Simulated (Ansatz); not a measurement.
Input for Ansatz (development build ahead of 0.2.0):

```yaml
crystal:
  periodic: [false, false, false]
  atoms:
    - { symbol: C, position_ang: [-0.92675, -0.18122, -0.00552] }
    - { symbol: C, position_ang: [0.16979, 0.6754, 0.41871] }
    - { symbol: C, position_ang: [0.80655, -0.39736, -0.33022] }
    - { symbol: H, position_ang: [-1.45338, 0.01534, -0.93202] }
    - { symbol: H, position_ang: [-1.28646, -0.97908, 0.63344] }
    - { symbol: H, position_ang: [0.37703, 0.705, 1.50455] }
    - { symbol: H, position_ang: [0.20887, 1.68285, -0.03594] }
    - { symbol: H, position_ang: [0.99806, -0.29561, -1.39191] }
    - { symbol: H, position_ang: [1.17139, -1.28313, 0.17666] }
basis:
  gaussian: { orbitals: def2-SVP }
total_charge: 1
magnetization:
  spin_polarized: true
  initial_magnetization: 1
hamiltonian:
  xc: hf
output:
  forces: true
```

The input is written out in the form of the current development build from the run's settings.

Output:

| Item | Value |
| --- | --- |
| Converged | yes |
| Total energy | -116.65780 hartree |
| Spin squared of the determinant | 0.776 |
| Stability test | minimum |

Forces (eV/Å):
```csv
atom,Fx,Fy,Fz
C1,-1.117,-0.009,0.099
C2,0.378,1.584,0.963
C3,1.045,-0.291,-0.279
H4,-0.048,-0.091,0.025
H5,-0.052,-0.023,-0.077
H6,-0.159,-0.310,-0.661
H7,-0.085,-0.746,0.018
H8,0.027,-0.085,0.008
H9,0.012,-0.029,-0.097
```
